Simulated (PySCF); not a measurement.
**Static response to an electric field**

HCl.
SMILES with atom numbers: `[ClH:1]` (hydrogens: H2 on Cl1)

Cartesian coordinates in Å at the PBE0-D3(BJ)/def2-SVP level; atoms count from 1:
```xyz
2
HCl angstrom
Cl     0.666   -0.080    0.006
H     -0.617   -0.007   -0.028
```

Level: CAM-B3LYP/def2-SVPD (PySCF), static field, nuclei fixed, core orbitals frozen in the response. The polarisability tensor in these axes (au):

```
x   18.36 -0.09  0.04
y   -0.09 16.72  0.00
z    0.04  0.00 16.72
```

Q: What are the eigenvalues, a third of the trace, and Δα (Δα² = ½Σ(αi − αj)² over the three pairs)?

A: Principal values 16.72, 16.72 and 18.37 au; mean 17.27 au = 2.56 Å³ = 2.85 × 10⁻⁴⁰ C²·m²/J; Δα = 1.65 au (10 % of the mean).

Q: What is the dipole moment, and where does it point?

A: (-1.17, 0.07, -0.03) D, 1.17 D in size, pointing from the negative to the positive side. Measured along this direction, the outermost atoms are Cl1 at the negative end and H2 at the positive end.

Q: Find the Langevin capture rate constant for H3O+ (19.018 u) meeting this molecule (35.977 u), k = 2.342 × 10⁻⁹ cm³/s × √(α in Å³ / reduced mass in u).

A: The reduced mass is 12.44 u, so k = 1.06 × 10⁻⁹ cm³/s. The formula leaves out the permanent dipole, which adds to the capture rate.

Q: In a dilute gas of rigid molecules at 273 K, how does the orientational term μ²/3kT compare with the electronic polarisability?

A: In Gaussian units μ²/3kT = 12.10 Å³ against 2.56 Å³, a ratio of 4.73; the Debye molar polarisation (4π/3)N_A(α + μ²/3kT) is 37.0 cm³/mol, leaving out the vibrational part.

Q: Rayleigh depolarisation ratio (linearly polarised light, static tensor)?

A: ρ = 3Δα²/(45ᾱ² + 4Δα²) = 8.2/(13418 + 10.9) ≈ 0.000609.

Q: Give the eigenvalues of the traceless quadrupole moment Θ = ½Σq(3rr − r²1), origin at the centre of nuclear charge.

A: -1.87, -1.87, 3.73 D·Å. The values depend on the origin, since the dipole doesn't vanish. The electronic extent ⟨r²⟩ about the same centre is 35 bohr², a root-mean-square distance of 0.73 Å for the 18 electrons.

Q: In TDDFT the mean static polarisability is Σ f/ω² over all singlet excitations (ω in hartree). How much of it do the 10 lowest give? Their energies (eV) and oscillator strengths: 7.65, 0.0253; 7.65, 0.0253; 9.97, 0.1268; 9.97, 0.1268; 10.24, 0.0192; 10.24, 0.0192; 10.57, 0.0000; 10.57, 0.0000; 10.58, 0.0000; 11.19, 0.0446.

A: They add up to 3.07 au, 17.8 % of the 17.27 au; the largest single term is 0.95 au, from the state at 9.97 eV. Terms in order: 0.32, 0.32, 0.95, 0.95, 0.14, 0.14, 0.00, 0.00, 0.00, 0.26 au. Higher excitations give the rest. The strengths listed sum to 0.387.

Geometry: PBE0-D3(BJ)/def2-SVP; no solvent, vibrations or thermal averaging.
